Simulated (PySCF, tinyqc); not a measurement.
Inside a calculation. Method: RHF in the sto-3g basis, for CH2, spin multiplicity 1. The lowest restricted solution is unstable here: a spin-polarised one lies 0.0360 hartree lower (PySCF). One step of it, computed by the program tinyqc.

Question. Iteration 2: diagonalisation and new density. Diagonalise F' = X^T F X, C = X C', fill 4 alpha and 4 beta electrons from the bottom; D = 2 C_occ C_occ^T. Each column has its largest component positive (the first on a tie).

Fock matrix F (hartree):
```
             1C 1s      1C 2s     1C 2px     1C 2py     1C 2pz      2H 1s      3H 1s
1C 1s   -10.674720  -2.891663   0.009370   0.011852  -0.012156  -0.642215  -0.642427
1C 2s    -2.891663  -1.297264  -0.013451  -0.066796  -0.119581  -0.622552  -0.617067
1C 2px    0.009370  -0.013451   0.228665   0.030763   0.220985   0.051534   0.023509
1C 2py    0.011852  -0.066796   0.030763  -0.154125  -0.008961  -0.339530   0.329125
1C 2pz   -0.012156  -0.119581   0.220985  -0.008961  -0.005801  -0.196029  -0.197678
2H 1s    -0.642215  -0.622552   0.051534  -0.339530  -0.196029  -0.375887  -0.176151
3H 1s    -0.642427  -0.617067   0.023509   0.329125  -0.197678  -0.176151  -0.368788
```

X:
```
            1C 1s      1C 2s    1C 2px     1C 2py     1C 2pz      2H 1s      3H 1s
1C 1s    1.026921  -0.152166  0.000000   0.000000  -0.011193   0.025426   0.025426
1C 2s   -0.152166   1.256784  0.000000   0.000000   0.113936  -0.313947  -0.313947
1C 2px   0.000000   0.000000  1.000000   0.000000   0.000000   0.000000   0.000000
1C 2py   0.000000   0.000000  0.000000   1.163490   0.000000  -0.271232   0.271232
1C 2pz  -0.011193   0.113936  0.000000   0.000000   1.055827  -0.154376  -0.154376
2H 1s    0.025426  -0.313947  0.000000  -0.271232  -0.154376   1.224081  -0.027373
3H 1s    0.025426  -0.313947  0.000000   0.271232  -0.154376  -0.027373   1.224081
```

Give: F' = X^T F X; orbital energies; coefficients C; D after iteration 2.

Answer.

F' = X^T F X (hartree):
```
          1        2        3        4        5        6        7
1  -10.4416  -1.5540   0.0111   0.0256  -0.0274  -0.0840  -0.0730
2   -1.5540  -0.4486  -0.0167  -0.0959   0.0623  -0.3973  -0.4370
3    0.0111  -0.0167   0.2287   0.0282   0.2201   0.0244   0.0061
4    0.0256  -0.0959   0.0282   0.1845  -0.0187  -0.4009   0.4406
5   -0.0274   0.0623   0.2201  -0.0187   0.0956  -0.2089  -0.2201
6   -0.0840  -0.3973   0.0244  -0.4009  -0.2089   0.0560  -0.0556
7   -0.0730  -0.4370   0.0061   0.4406  -0.2201  -0.0556   0.0808
```

orbital energies (hartree): MO1 -10.6815, MO2 -0.7103, MO3 -0.4408, MO4 -0.1391, MO5 0.3251, MO6 0.6116, MO7 0.7904

coefficients C:
```
            MO1      MO2      MO3      MO4      MO5      MO6      MO7
1C 1s    0.9926  -0.2129  -0.0157   0.1101   0.0960   0.1379   0.0894
1C 2s    0.0315   0.6523   0.0249  -0.4718  -0.4928  -0.8246  -0.4903
1C 2px  -0.0009  -0.0514   0.0319  -0.4867   0.8370  -0.2398  -0.0365
1C 2py  -0.0013   0.0987  -0.5174  -0.0240  -0.0793  -0.4698   0.9979
1C 2pz   0.0044   0.1526   0.0115   0.7311   0.2230  -0.6915  -0.2994
2H 1s   -0.0063   0.3114  -0.3837   0.1551   0.4140   1.0654  -0.3479
3H 1s   -0.0074   0.2662   0.5209   0.1187   0.2122   0.3473   1.0834
```

D after iteration 2:
```
          1C 1s    1C 2s   1C 2px   1C 2py   1C 2pz    2H 1s    3H 1s
1C 1s    2.0858  -0.3198  -0.0880  -0.0337   0.1044  -0.0990  -0.1182
1C 2s   -0.3198   1.2993   0.3937   0.1255  -0.4900   0.2404   0.2608
1C 2px  -0.0880   0.3937   0.4812  -0.0198  -0.7267  -0.2075  -0.1097
1C 2py  -0.0337   0.1255  -0.0198   0.5559  -0.0170   0.4511  -0.4922
1C 2pz   0.1044  -0.4900  -0.7267  -0.0170   1.1160   0.3129   0.2668
2H 1s   -0.0990   0.2404  -0.2075   0.4511   0.3129   0.5366  -0.1971
3H 1s   -0.1182   0.2608  -0.1097  -0.4922   0.2668  -0.1971   0.7128
```
